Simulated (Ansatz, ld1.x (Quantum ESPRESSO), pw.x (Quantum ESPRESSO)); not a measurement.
**What a changed setting does to a pw.x run (diamond S)**

Potential: norm-conserving RRKJ (Kleinman–Bylander form), ld1.x (Quantum ESPRESSO) 7.5, LDA (PW92); core [Ne], reference 3s2 3p4; waves: 3p (bound): rc 1.15 bohr; 3d channel at 0.35 Ry: rc 1.15 bohr; 3s (bound): rc 1.52 bohr; local part: the s channel; core correction: Bessel-smoothed model core inside 0.80 bohr.

The reference run (k-mesh 8³, cutoffs 120/480 Ry, Fermi–Dirac 0.01 Ry, mixing_beta 0.4, conv_thr 1e-9, no spin) gives -0.24 GPa at 22.380 Å³/atom, where all-electron LAPW gives 0.01 GPa. This run, with its own iteration cap, changes ecutwfc (ecutrho with it) to 5, a wrong or extreme entry chosen on purpose.

```
&control
  calculation='scf', prefix='x', pseudo_dir='./', outdir='./tmp', tstress=.true., disk_io='none'
/
&system
  ibrav=0, nat=2, ntyp=1, ecutwfc=5, ecutrho=20, nbnd=14,
  occupations='smearing', smearing='fd', degauss=0.01
/
&electrons
  conv_thr=1e-09, mixing_beta=0.4, electron_maxstep=70
/
ATOMIC_SPECIES
S 1.0 S.UPF
CELL_PARAMETERS angstrom
  0.00000000 2.81808028 2.81808028
  2.81808028 0.00000000 2.81808028
  2.81808028 2.81808028 0.00000000
ATOMIC_POSITIONS crystal
S 0.0000 0.0000 0.0000
S 0.2500 0.2500 0.2500
K_POINTS automatic
8 8 8 0 0 0
```

```bash
pw.x < S.scf.in > S.scf.out
```

Problem. How does the run end?

Solution. It converges in 10 iterations; the free energy moves by +2.55 eV/atom and the pressure by -156.82 GPa. The result is not a property of the crystal.

```
Message from routine setup:
     using ibrav=0 with symmetry is DISCOURAGED, use correct ibrav instead
     lattice parameter (alat)  =       7.5313  a.u.
     unit-cell volume          =     302.0555 (a.u.)^3
     number of electrons       =        12.00
     number of Kohn-Sham states=           14
     kinetic-energy cutoff     =       5.0000  Ry
     charge density cutoff     =      20.0000  Ry
     scf convergence threshold =      1.0E-09
     Exchange-correlation= PW
     number of k points=    29  Fermi-Dirac smearing, width (Ry)=  0.0100
     negative rho (up, down):  1.514E-03 0.000E+00
     iteration #  1     ecut=     5.00 Ry     beta= 0.40
     total energy              =     -68.53942770 Ry
     estimated scf accuracy    <       0.70909449 Ry
     iteration #  2     ecut=     5.00 Ry     beta= 0.40
     total energy              =     -68.61909963 Ry
     estimated scf accuracy    <       0.04776425 Ry
     iteration #  3     ecut=     5.00 Ry     beta= 0.40
     total energy              =     -68.61973716 Ry
     estimated scf accuracy    <       0.00519923 Ry
     [... 4 iterations left out ...]
     iteration #  8     ecut=     5.00 Ry     beta= 0.40
     total energy              =     -68.62101510 Ry
     estimated scf accuracy    <       0.00000021 Ry
     iteration #  9     ecut=     5.00 Ry     beta= 0.40
     total energy              =     -68.62101519 Ry
     estimated scf accuracy    <          2.5E-09 Ry
     iteration # 10     ecut=     5.00 Ry     beta= 0.40
     the Fermi energy is     4.3379 ev
!    total energy              =     -68.62101519 Ry
     estimated scf accuracy    <          1.4E-10 Ry
     smearing contrib. (-TS)   =      -0.00694605 Ry
     The total energy is F=E-TS. E is the sum of the following terms:
     one-electron contribution =       2.75598054 Ry
     hartree contribution      =       3.90360127 Ry
     xc contribution           =     -38.85859626 Ry
     ewald contribution        =     -36.41505470 Ry
     convergence has been achieved in  10 iterations
          total   stress  (Ry/bohr**3)                   (kbar)     P=    -1570.67
     Message from routine punch:
     Nothing written, as per user request (disk_io='none')
```

The run took about 0.4 s on one core of a shared host (Neoverse-V2, 96 threads, 742 GiB, load 41).
